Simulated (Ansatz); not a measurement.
**C4H6S (2,3-dihydrothiophene) at CAM-B3LYP/def2-SVP**

Aim: the energy change on altering one bond length of C4H6S (2,3-dihydrothiophene) at CAM-B3LYP/def2-SVP, from 2 runs. 

Program for the calculation: Ansatz 0.2.0.

49 further runs of the same task are left out: 49 set aside as unsound or not needed.

## Step 1: The system as given

C4H6S: 11 atoms, total charge 0, spin state singlet. SMILES: `C1=CSCC1`. The coordinates come from a PBE0-D4/def2-TZVP relaxation. This is one conformer, not always the lowest.

Bond lengths: C1–C2 1.329 Å, C2–S3 1.749 Å, S3–C4 1.823 Å, C1–C5 1.500 Å, C4–C5 1.528 Å, C1–H6 1.083 Å, C2–H7 1.082 Å, C4–H8 1.089 Å, C4–H9 1.092 Å, C5–H10 1.099 Å, C5–H11 1.093 Å. Some angles: C1–C2–S3 115.0°, C2–C1–C5 114.2°, C2–S3–C4 90.3°, S3–C4–C5 106.7°, C1–C5–C4 106.3°, C1–C2–H7 126.2°, S3–C2–H7 118.7°, C2–C1–H6 123.2°, C5–C1–H6 122.4°, S3–C4–H8 109.2°.

## Step 2: A single-point energy at CAM-B3LYP/def2-SVP

Contents of run.yaml:

```yaml
crystal:
  periodic: [false, false, false]
  atoms:
    - {symbol: C, position_ang: [0.280500, 1.058200, -0.374100]}
    - {symbol: C, position_ang: [1.266700, 0.759000, 0.465700]}
    - {symbol: S, position_ang: [1.220700, -0.865500, 1.112000]}
    - {symbol: C, position_ang: [-0.478300, -1.076400, 0.485100]}
    - {symbol: C, position_ang: [-0.649000, -0.083500, -0.663200]}
    - {symbol: H, position_ang: [0.197200, 2.015800, -0.873100]}
    - {symbol: H, position_ang: [2.082600, 1.409500, 0.751800]}
    - {symbol: H, position_ang: [-0.623300, -2.113100, 0.183800]}
    - {symbol: H, position_ang: [-1.164400, -0.846900, 1.303500]}
    - {symbol: H, position_ang: [-0.374400, -0.543900, -1.622300]}
    - {symbol: H, position_ang: [-1.692700, 0.229900, -0.748800]}
basis:
  gaussian: {orbitals: def2-SVP}
hamiltonian: {xc: {name: CAM-B3LYP}}
output: {orbitals: {seedname: orbitals}}
accuracy: high
```

Command:

```
$ ansatz run run.yaml --threads 1 --pin off --max-ram 3480MiB --events-out events.jsonl --progress --plain --runs-dir runs
```

Standard output:

```text
Warning: RAYON_NUM_THREADS=1 ignored (pool sized by the plan → 1); use --threads N
Functional definition: CAM-B3LYP
  name "CAM-B3LYP"
  parameter alpha = 0.19
  parameter beta = 0.46
  parameter omega = 0.33/bohr
  parameter ac = 0.81
  exchange = (1 - alpha - beta)*b88_x + beta*b88_x_sr(omega) + alpha*exact_x + beta*exact_x_lr(omega)
  correlation = (1 - ac)*vwn5_c + ac*lyp_c
2524 factors; integrals over basis functions are off by at most 3.9e-9 eV
440 factors; integrals over basis functions are off by at most 1.7e-9 eV
mean field evaluation 1: about -15066.8364 eV, gradient 4.3e1 eV
mean field evaluation 2: about -15066.4974 eV, gradient 4.5e1 eV
mean field evaluation 4: about -15071.5219 eV, gradient 2.5e0 eV
mean field evaluation 8: about -15071.7620 eV, gradient 1.3e-1 eV
mean field evaluation 16: about -15071.7621 eV, gradient 2.0e-4 eV
mean field -15071.76207372 eV, -553.8770402021 hartree, gradient 5.8e-8 eV, S^2 0.000000; 0 other end points of the search recorded, 0 dependent functions left out
reference -15071.76209418 eV, -553.8770409537 hartree; 23, 23 occupied and 81, 81 virtual orbitals, 2524 factors
Total energy: -15071.76209418 eV, -553.8770409537 hartree
```

It took 6.9 s on 1 thread of Intel Xeon 6975P-C (Granite Rapids), shared host; peak memory 0.46 GiB.

## Step 3: The distorted shape

Contents of in.yaml:

```yaml
basis:
  gaussian: {orbitals: def2-SVP}
crystal:
  periodic: [false, false, false]
  atoms:
    - {symbol: C, position_ang: [0.198113, 1.196332, -0.086345]}
    - {symbol: C, position_ang: [1.184313, 0.897132, 0.753455]}
    - {symbol: S, position_ang: [1.138313, -0.727368, 1.399755]}
    - {symbol: C, position_ang: [-0.560687, -0.938268, 0.772855]}
    - {symbol: C, position_ang: [-0.731387, 0.054632, -0.375445]}
    - {symbol: H, position_ang: [0.114813, 2.153932, -0.585345]}
    - {symbol: H, position_ang: [2.000213, 1.547632, 1.039555]}
    - {symbol: H, position_ang: [-0.705687, -1.974968, 0.471555]}
    - {symbol: H, position_ang: [-1.246787, -0.708768, 1.591255]}
    - {symbol: H, position_ang: [-0.374400, -0.543900, -1.622300]}
    - {symbol: H, position_ang: [-1.775087, 0.368032, -0.461045]}
output: {orbitals: {seedname: orbitals}}
hamiltonian: {xc: {name: CAM-B3LYP}}
accuracy: high
```

Command:

```
$ ansatz run in.yaml --threads 1 --pin off --max-ram 3480MiB --events-out events.jsonl --progress --plain --runs-dir runs
```

Standard output, cut to the lines that bear on the results:

```text
Warning: RAYON_NUM_THREADS=1 ignored (pool sized by the plan → 1); use --threads N
[... 8 set-up lines as earlier in the session ...]
2530 factors; integrals over basis functions are off by at most 4.0e-9 eV
445 factors; integrals over basis functions are off by at most 2.0e-9 eV
mean field evaluation 1: about -15065.9463 eV, gradient 4.2e1 eV
mean field evaluation 2: about -15065.2515 eV, gradient 4.6e1 eV
mean field evaluation 4: about -15070.6043 eV, gradient 2.3e0 eV
mean field evaluation 8: about -15070.8342 eV, gradient 1.2e-1 eV
mean field evaluation 16: about -15070.8342 eV, gradient 2.0e-4 eV
mean field -15070.83423747 eV, -553.8429428487 hartree, gradient 3.4e-8 eV, S^2 0.000000; 0 other end points of the search recorded, 0 dependent functions left out
reference -15070.83425799 eV, -553.8429436028 hartree; 23, 23 occupied and 81, 81 virtual orbitals, 2530 factors
Total energy: -15070.83425799 eV, -553.8429436028 hartree
```

Wall time 6.9 s (1 thread of Intel Xeon 6975P-C (Granite Rapids), shared host); peak memory 0.46 GiB.

## Step 4: Outcome

At CAM-B3LYP/def2-SVP:

```
                                                          quantity          value
                                         first shape: total energy  -553.87704 Eh
                                          first shape: HOMO energy       -6.97 eV
                                          first shape: LUMO energy        1.69 eV
                                        first shape: HOMO–LUMO gap        8.66 eV
                                     distorted shape: total energy  -553.84294 Eh
                                      distorted shape: HOMO energy       -7.02 eV
                                      distorted shape: LUMO energy        1.22 eV
                                    distorted shape: HOMO–LUMO gap        8.25 eV
energy change with the C5–H10 bond stretched from 1.099 to 1.428 Å       0.928 eV
```

With the C5–H10 bond stretched from 1.099 to 1.428 Å the energy rises by 0.93 eV (89.5 kJ/mol). The first shape isn't relaxed at this level, so the change isn't measured from a minimum.
